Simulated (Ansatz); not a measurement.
# Si2H7, doublet: from triple and quadruple zeta to the limit

```xyz
9

Si   -1.6453    0.0000    0.0000
H    -2.1402    1.3997    0.0000
H    -2.1402   -0.6999    1.2122
H    -2.1402   -0.6999   -1.2122
H    -0.0023    0.0000    0.0000
Si    1.6497    0.0000    0.0000
H     2.0997   -1.4163    0.0000
H     2.0997    0.7081   -1.2265
H     2.0997    0.7081    1.2265
```

Ansatz 0.2.0, UHF determinant, valence electrons correlated. Energies in eV.

| set | X | functions | Hartree–Fock | MP2 correlation | CCSD(T) correlation | time |
| --- | --- | --- | --- | --- | --- | --- |
| def2-TZVPP | 3 | 182 | -15833.0000 | -7.5793 | -9.3502 | 4.5 s on 1 × NVIDIA H100 80GB HBM3 with 1 thread of AMD EPYC 7R13 Processor (Zen 3), on a shared host |
| def2-QZVPP | 4 | 350 | -15833.5046 | -8.0864 | -9.7696 | 19 s on 1 × NVIDIA H100 80GB HBM3 with 1 thread of AMD EPYC 7R13 Processor (Zen 3), with other jobs on the host |

Hartree–Fock is taken to follow E(X) = E∞ + A·exp(−7.88·√X), correlation E(X) = E∞ + B·X^−2.97.

Work out the CCSD(T) energy at the limit, and how far the shortcut misses it that extrapolates MP2 and adds CCSD(T) minus MP2 from the smaller set.

Hartree–Fock: E∞ = E4 + 0.1377·(E4 − E3) = -15833.5741. Correlation: E∞ = E4 + 0.7407·(E4 − E3) = -10.0802 for CCSD(T) and -8.4621 for MP2. The limit is -15843.6543 eV, 0.380 eV below def2-QZVPP. The shortcut gives a correlation energy of -8.4621 + (-1.7709) = -10.2331, 153 meV lower than the direct value.

Past Ne part of the Hartree–Fock step between the two sets comes from the cores, which don't follow the formula, so the 69 meV that it adds to the total can overshoot; that part largely cancels in differences.
